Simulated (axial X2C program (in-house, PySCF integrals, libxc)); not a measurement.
ClSiCl⁺: properties at the nuclei

Calculated with an in-house all-electron X2C program for linear molecules (integrals from PySCF): two-component X2C with atomic mean-field Coulomb and Gaunt terms, Gaussian nuclei, basis Cl dyall-av3z, Si dyall-v3z with contracted cores.

Cl–Si–Cl held linear, with bonds 2.021 and 2.021 Å (near the PBE0 minimum at charge 1 of the determinant lowest at the starting distance; the state shown can have its own minimum elsewhere, held linear; other orders of the atoms were not compared).

Input and command:
```json
{"zs": [17, 14, 17], "q": 1, "bas": ["dyall-av3z", "dyall-v3z", "dyall-av3z"], "r0": [2.15, 2.15], "symm": 1, "scan": ["PBE0", "HF", "LDA"], "levels": ["PBE0", "HF", "PBE"], "nst": 2}
```
```bash
python solin.py task.json out
```

Keys: zs atomic numbers; q charge; bas basis sets; r0 starting distance in Å; symm equal bonds; scan levels of the two-bond scan; levels methods; nst determinants followed.

Determinant lowest in the PBE0 search, Ω = 1/2 (⟨Sz⟩ = 0.50, ⟨Lz⟩ = 0.00 at PBE0), spin on the atoms Cl 0.12, Si 0.26, Cl 0.12:

| level | A∥/gI Cl (MHz) | qzz Cl (a.u.) | A∥/gI Si (MHz) | qzz Si (a.u.) |
| --- | --- | --- | --- | --- |
| PBE0 | 386 | 1.56 | 1650 | -1.40 |
| HF | 445 | 1.67 | 1800 | -1.65 |
| PBE | 370 | 1.48 | 1580 | -1.28 |

Determinant 1.73 eV from it at PBE0 and this distance, Ω = 3/2 (⟨Sz⟩ = 0.50, ⟨Lz⟩ = 1.00 at PBE0), spin on the atoms Cl -0.01, Si 0.52, Cl -0.01:

```
level  A∥/gI Cl (MHz)  qzz Cl (a.u.)  A∥/gI Si (MHz)  qzz Si (a.u.)
 PBE0              60           4.09             248          -0.43
   HF            55.9           4.34             391          -0.75
  PBE            62.5           3.97             215          -0.29
```

A∥ (defined per Ω) follows by multiplying with gI = μI/(I μN); qzz is the electric field gradient, eQq0 = 234.96 MHz × Q/barn × qzz. The operators were transformed with the bare-nucleus X2C matrices; with these basis sets, hyperfine constants and field gradients can be off by tens of per cent, and where levels differ in sign neither size nor sign is settled.

(1) With gI(35Cl) = 0.5479, Q(35Cl) = -0.08112 barn, gI(29Si) = -1.1106 (g factors from the IAEA table of nuclear moments by Stone; Q from Pyykkö, Mol. Phys. 2018), turn the PBE0 values of the first state into constants in MHz.

The molecule was held linear; bending was not examined, so a bent shape may lie lower.

Each state is one determinant with collinear spin. Unrestricted Hartree–Fock can overshoot spin polarisation at the nuclei. The search compared states at one distance, so a state with another bond length can lie lower. PBE0 term energies can be off by some tenths of an eV.

## Answers

(1) A∥(35Cl) = 386 × 0.5479 = 211 MHz; eQq0(35Cl) = 234.96 × (-0.08112) × (1.56) = -29.7 MHz; A∥(29Si) = 1650 × -1.1106 = -1830 MHz.
